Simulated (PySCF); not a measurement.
**H: electron affinity**

H⁻ 1s2 (1S) → H 1s1 (2S), as a difference of total energies. Computed with PySCF 2.14 in def2-TZVPPD (3s3p1d, 17 functions), with no relativity, point nucleus. Correlated levels: valence: nothing frozen. The calculations carry no spin-orbit coupling.

| method | electron affinity (eV) |
| --- | --- |
| UHF | -0.906 |
| MP2 (valence) | -0.213 |
| SCS-MP2 (valence) | -0.074 |
| CCSD (valence) | 0.029 |

Errors of the correlated levels include the incompleteness of this basis.

A negative affinity means that the anion lies above the atom at that level of theory.

With two correlated electrons CCSD is exact in that space.

For comparison: 0.754 eV (measured; photodetachment measurements, as compiled on the Wikipedia data page of electron affinities).
